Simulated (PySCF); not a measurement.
## NaSi, PBE0: how much the basis matters

PySCF, UKS reference; quartet, unpaired electrons σ ↑, π ↑↑; De to Na + Si without counterpoise correction.

```
        basis     relativity  functions  Re (Å)  ωe (cm⁻¹)  De (eV)  μ (D)
   6-31G(d,p)  no relativity         36   2.703        256     1.42  -7.25
    def2-SVPD  no relativity         42   2.706        255     1.45  -7.09
jorge-DZP-DKH  spin-free X2C         48   2.708        254     1.41  -7.16
  6-311G(d,p)  no relativity         52   2.707        255     1.41  -7.42
 x2c-TZVPPall  spin-free X2C         74   2.695        257     1.43  -7.11
```

(1) How does each smaller set differ from the one with most functions, x2c-TZVPPall?

A positive dipole means Na(−)Si(+). The state is the lowest determinant that a PBE0 search found; another state may lie lower at other levels.

Results:

(1) 6-31G(d,p): +0.8 pm, -0.4 % in ωe, -0.01 eV in De; def2-SVPD: +1.1 pm, -0.8 % in ωe, +0.02 eV in De; jorge-DZP-DKH: +1.3 pm, -1.2 % in ωe, -0.02 eV in De; 6-311G(d,p): +1.2 pm, -0.8 % in ωe, -0.02 eV in De. All at PBE0; the set with most functions is neither the basis-set limit nor always the best. The rows treat relativity differently, so the differences are not basis effects alone.
